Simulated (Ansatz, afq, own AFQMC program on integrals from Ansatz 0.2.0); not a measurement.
AFQMC, coupled cluster and functionals along a coordinate of Si$_{2}$H$_{3}$, doublet

```xyz
5

Si    0.0000    0.0235    1.0897
Si    0.0000   -0.0769   -1.1897
H     0.0000    1.2166    1.9857
H     0.0000   -1.1800    1.9697
H     0.0000    1.4507   -1.1705
```

The Si1–Si2 distance is changed with both sides rigid. Energies in kcal/mol count from this geometry (2.282 Å) at the same level; the start stands on UHF, each point on the determinant named.

Basis cc-pVDZ. Only valence electrons are correlated. AFQMC by an in-house program on the Cholesky factors that Ansatz 0.2.0 writes for its CCSD(T) run. ph-AFQMC/CISD is guided by a CISD state made of CCSD amplitudes; releasing the constraint for a short imaginary time cuts its bias at the price of noise, slowly where states lie close. Error bars are statistical, one sigma.

Cautions, each for one point or more: a spin-contaminated unrestricted determinant lies lower; higher spins were not checked; strong correlation; the determinant is a saddle point among determinants of its kind; the ph-AFQMC/CISD walk drifts between its halves; unrestricted determinant spin contaminated; walk and cluster series may follow different spin states.

```tsv
r(Si1–Si2) / Å	det.	T1	weight	⟨S²⟩	CCSD(T)	ph-AFQMC/CISD	B2PLYP	PBE0
2.004	UHF	0.015	0.86	0.76	20.0	20.6 ± 0.3	18.5	17.4
2.454	UHF	0.023	0.85	0.77	1.6	2.1 ± 0.4	2.0	2.5
4.285	ROHF	0.017	0.85	pure	51.6	51.8 ± 0.3	56.8§	62.9§
6.204	UHF¶	0.092	0.70	1.31	54.3	54.1 ± 0.5	59.5§	66.1§
```

Weight is that of the determinant in the CISD state; at the start T1 is 0.018 and the weight 0.86, and ⟨S²⟩ is 0.77. ¶ marks points with a poor determinant and no full CI, where no value is sure; they don't count among the departures. Symmetry can't show for every point that it stays on the start's state. § marks a functional whose ⟨S²⟩ is too high by over 0.1. Largest departures from phaseless AFQMC with a CISD trial: CCSD(T) -0.5 kcal/mol at 2.004 (on UHF) (within the noise), B2PLYP -2.1 kcal/mol at 2.004, PBE0 -3.2 kcal/mol at 2.004. The walk's constraint bias lies outside its error bars, so these are departures and not errors. Functionals count only at points shown to share the start's state and spin. In this small basis the wave-function levels are far from their limit, so their gap to the functionals isn't the functionals' error.

Some points may be missing: those where a free walk finds a much lower state, and past Zn most of those on another determinant than at the start.

A walk keeps the symmetry of its determinant, which the program's search chose and which needn't be the lowest solution, so a lower state of the same spin and another symmetry isn't excluded.
